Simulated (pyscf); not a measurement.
`[OH][SiH3]` + `[OH][AsH2]` → `[OH][AsH][OH]` + `[SiH4]` (four-centre exchange; singlet surface; O–Si, As–H broken, As–O, H–Si formed). PySCF, gas phase, ωB97X-D3(BJ)/def2-SVP geometries. Energies in kJ/mol from the separated reactants.

```tsv
level	barrier	reaction energy
PBE/def2-TZVP	185.6	+53.8
r²SCAN/def2-TZVP	202.8	+61.5
B3LYP-D3(BJ)/def2-TZVP	209.5	+62.3
PBE0-D3(BJ)/def2-TZVP	202.9	+61.5
M06-2X/def2-TZVP	222.6	+64.1
ωB97M-D3(BJ)/def2-TZVP	219.3	+64.6
```

The functionals in the table span 37.0 kJ/mol in this barrier, from PBE to M06-2X. On the reactant side the descent ends in a complex (not fully relaxed), 18.9 kJ/mol under the separated species and 234.4 kJ/mol under the saddle at ωB97X-D3(BJ)/def2-TZVP. This is the saddle that the search found; another between the same sides may lie lower. Elements up to Kr have no core potential and no relativistic terms here.
